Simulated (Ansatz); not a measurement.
Results of PBE in Ansatz (PAW) for 1T (CdI2-type) TiTe2.

Input file:

Ansatz 0.2 input:
```yaml
crystal:
  lattice:
    - [3.7394937592, 0.0, 0.0]
    - [-1.8697468796, 3.2384965928, 0.0]
    - [0.0, 0.0, 6.91573504]
  atoms:
    - { symbol: Ti, position: [0.0, 0.0, 0.0] }
    - { symbol: Te, position: [0.6666666667, 0.3333333333, 0.7509410102] }
    - { symbol: Te, position: [0.3333333333, 0.6666666667, 0.2490589898] }
basis:
  ecutwfc: 520
  ecutrho_ratio: 4
  xc_grid: 2
kpoints:
  mp_grid: { grid: [18, 18, 8] }
hamiltonian:
  xc: pbe
  dispersion: none
  pseudopotentials: { azcp: { folder: ./paw }, kind: paw }
scf:
  occupations: { method: fermi_dirac, width: 0.05 }
output:
  forces: true
  stress: true
  eigenvalues: false
relax:
  f_tol: 0.004
  escape_saddle: false
  max_steps: 80
  cell: { stress_tol: 0.02, fix: [volume] }
```

Output (set-up and result lines):

```
Relaxation: its limit of steps is 80 (relax.max_steps)
Crystal: 3 atoms, lattice volume = 83.752 Å³
Basis set: ecut = 520 eV, 2239 PW (Γ), exchange–correlation on 60×60×108 points (8 copies of the dense FFT grid, shifted against one another)
Symmetry: 12 space group operations
Space group: P-3m1 (ITA 164), of the structure as read, at distance tolerance 4.4e-5 Å
k-points: 266 of 2592
Initial density: superposition of atomic densities (chi_scale 0.1, normalization cell, long waves kept (reshape's long-wave potential 0.08 eV rms))
Functional: x = pbe(κ = 0.804, μ = 0.2195149727645171), c = pbe(β = 0.06672455060314922)
SCF iter   1: F=—  HF=-16465.047543 eV  |F-HF|=—  |Δ(HF+E_count)|=         —  Δρ=1.34e-1  dr2=4.50e1
SCF iter   2: F=—  HF=-16462.091098 eV  |F-HF|=—  |Δ(HF+E_count)|=    2.96e0  Δρ=4.32e-2  dr2=2.40e0
  ...
SCF 1 converged in 9 iterations: F = -16461.883092 eV  dr2 = 1.59e-8
Crystal: 3 atoms, lattice volume = 83.752 Å³
Initial density: handed on by an earlier stage of this run
SCF 2 converged in 6 iterations: F = -16461.878451 eV  dr2 = 9.15e-9
Crystal: 3 atoms, lattice volume = 83.752 Å³
SCF 3 converged in 9 iterations: F = -16461.888310 eV  dr2 = 2.98e-13
Crystal: 3 atoms, lattice volume = 83.752 Å³
SCF 4 converged in 5 iterations: F = -16461.888634 eV  dr2 = 2.92e-8
Crystal: 3 atoms, lattice volume = 83.752 Å³
Basis set: ecut = 520 eV, 2251 PW (Γ), exchange–correlation on 60×60×108 points (8 copies of the dense FFT grid, shifted against one another)
SCF 5 converged in 5 iterations: F = -16461.888720 eV  dr2 = 1.28e-9
Crystal: 3 atoms, lattice volume = 83.752 Å³
SCF iter   4: F=—  HF=-16461.888722 eV  |F-HF|=—  |Δ(HF+E_count)|=   1.38e-8  Δρ=3.08e-7  dr2=1.35e-10
SCF iter   5: F=-16461.888722 eV  HF=-16461.888722 eV  |F-HF|=0.00e0  |Δ(HF+E_count)|=  1.46e-10  Δρ=5.17e-8  dr2=3.76e-12
SCF 6 converged in 5 iterations: F = -16461.888722 eV  dr2 = 3.76e-12
SCF converged after 5 iterations
Free energy (F): -16461.888722 eV
Internal energy: -16461.876487 eV  (E = F + TS)
E sigma→0 (E₀):  -16461.882605 eV
--- Forces (eV/Å), atoms counted from 1 ---
  atom   1  Ti     0.00000000     0.00000000     0.00000000
  atom   2  Te    -0.00000000     0.00000000    -0.00014102
  atom   3  Te     0.00000000    -0.00000000     0.00014102
--- Stress (GPa, compression-positive) ---
        0.182994      -0.000000      -0.000000
       -0.000000       0.182994      -0.000000
       -0.000000      -0.000000       0.175058
  P = ⅓ Tr σ = 0.1803 GPa (1.803 kbar)
```

The cell is one volume of an energy–volume scan, off the minimum.

Note: the cell comes from a level without a dispersion term, which matters for the spacing of layers, chains or molecules. Note: the cell has widely spaced layers and the level no dispersion term, so their spacing and the moduli can rest on weak binding.

Ansatz is a first-principles code.
